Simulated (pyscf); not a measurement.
Structures and frequencies: ωB97X-D3(BJ)/def2-SVP in PySCF.

Q: Cl–SiH₂–Cl (SMILES Cl[SiH2]Cl) + HCl (SMILES Cl) -> Cl–SiH(Cl)–Cl (SMILES Cl[SiH](Cl)Cl) + H₂ (SMILES [H][H])
Surface: singlet. Broken: H–Si, Cl–H. Formed: Cl–Si, H–H. Give ΔE‡ and ΔE from ωB97M-D3(BJ)/def2-TZVP, relative to the separated reactants.

A: ΔE‡ = 41.8 kcal/mol, ΔE = -18.5 kcal/mol. Zero-point energy shifts the barrier by 0.0 kcal/mol. It is a four-centre exchange, with an imaginary mode of 1144i cm⁻¹. This is the saddle that the search found; another between the same sides may lie lower.
